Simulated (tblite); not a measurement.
Fluorophosphane, FH₂P.
SMILES: `FP`

Computed with GFN2-xTB (tblite): harmonic, unscaled wavenumbers at the GFN2-xTB geometry, gas phase. The method is semi-empirical: single wavenumbers can be off by several per cent or more. Modes of hydrogen on phosphorus can be 10 to 20 % off.

Harmonic wavenumbers (cm⁻¹): 740.7, 873.7, 927.4, 1144.8, 2227.6, 2277.0.

A = 131779, B = 14788, C = 14678 MHz; mass 51.988 u (most abundant isotopes); point group Cs, symmetry number 1.

Problem. What is the zero-point energy?

Solution. ½Σν̃ = 4096 cm⁻¹ = 48.99 kJ/mol.

Problem. What is S at 298.15 K and 1 bar for an ideal gas of classical rigid rotors and harmonic oscillators?

Solution. Translation 158.13, rotation 83.50, vibration 2.49: S = 244.1 J/(mol K).

Problem. And Cp and H(298.15 K) − H(0)?

Solution. Cp = 41.65 J/(mol K), of which vibrations give 8.40 (their classical limit is 6 R = 49.9); H(298.15 K) − H(0) = 10.51 kJ/mol without the zero-point energy, 0.60 from vibrations.

Problem. Which modes carry the vibrational entropy at 298.15 K?

Solution. 740.7 cm⁻¹: 1.09; 873.7 cm⁻¹: 0.65; 927.4 cm⁻¹: 0.52; 1144.8 cm⁻¹: 0.22; 2227.6 cm⁻¹: 0.00; 2277.0 cm⁻¹: 0.00 J/(mol K).

Problem. How do the functions run with temperature in this model?

Solution. 
```tsv
T (K)	S (J/(mol K))	Cp (J/(mol K))	H − H(0) (kJ/mol)	G − H(0) (kJ/mol)	ln q(vib)
100	205.3	33.3	3.33	-17.20	0.00
373.15	254.0	46.5	13.82	-80.96	0.14
500	268.6	53.5	20.18	-114.13	0.32
750	292.3	63.2	34.86	-184.36	0.81
1000	311.4	69.4	51.50	-259.90	1.36
```

q(vib) and H(0) count from the zero-point level.
